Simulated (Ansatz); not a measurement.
C2H5NO2 can be A, `NC1OCO1`, or B, `NCOC=O`.

Calculated with Ansatz (gas phase, PBE0-D4/def2-TZVP geometries, no zero-point term in ΔE). CBS: MP2 limit from def2 TZ/QZ plus the TZ coupled-cluster correction, frozen cores. Functionals use def2-TZVPP. B3LYP here is the variant with VWN-RPA as its local correlation; programs differ in this. One conformer a species, not always the lowest.

A:

```xyz
10

N    -0.323   -1.277    1.014
C    -0.093    0.024    0.591
O    -1.004    0.470   -0.405
C     0.118    0.879   -1.165
O     1.032    0.268   -0.281
H    -0.181   -1.965    0.289
H     0.152   -1.521    1.869
H    -0.059    0.691    1.463
H     0.226    1.972   -1.198
H     0.133    0.458   -2.177
```

B:

```xyz
10

N     1.3798   -0.9972   -0.5670
C     0.2338   -0.1832   -0.5774
O    -0.1870    0.1526    0.7836
C    -1.2623    0.9231    0.8792
O    -1.9010    1.3560   -0.0376
H     2.1782   -0.5414   -0.1484
H     1.2235   -1.8853   -0.1117
H    -0.6012   -0.6911   -1.0609
H     0.4256    0.7543   -1.1000
H    -1.4894    1.1123    1.9401
```

Question: Which isomer does CCSD(T)/CBS put lower? Give the gap. (Estimate.)

Answer: The calculation gave: B, by 110.5 kJ/mol.

Question: Give E(B) − E(A) in kJ/mol with r2SCAN-D4, LDA (SPW92), B3LYP-D4, HF/def2-TZVPP, B3LYP, BLYP-D4, B2PLYP. (Best estimate.)

Answer: The calculation gave: r2SCAN-D4 -117.1, LDA (SPW92) -97.0, B3LYP-D4 -123.3, HF/def2-TZVPP -120.2, B3LYP -124.9, BLYP-D4 -132.6, B2PLYP -123.1. None reverses the order clearly.

Question: Does the order hold for the free energy at 298.15 K (harmonic terms from PBE0-D4)? (An estimate is asked.)

Answer: The calculation gave: Yes: G(B) − G(A) = -116.1 kJ/mol, for one conformer each. Modes under 60 cm⁻¹, often nearly free rotors, make the harmonic entropy too high.

Largest T1 diagnostic: 0.015.

In def2-TZVPP, CCSD(T) changes the Hartree–Fock value by +9.5 kJ/mol (the triples alone add −2.3 kJ/mol) and MP2 by +6.8 kJ/mol. From r2SCAN to r2SCAN0 (25 % exact exchange), in def2-TZVPP and without D4, E(B) − E(A) moves by +8.8 kJ/mol.
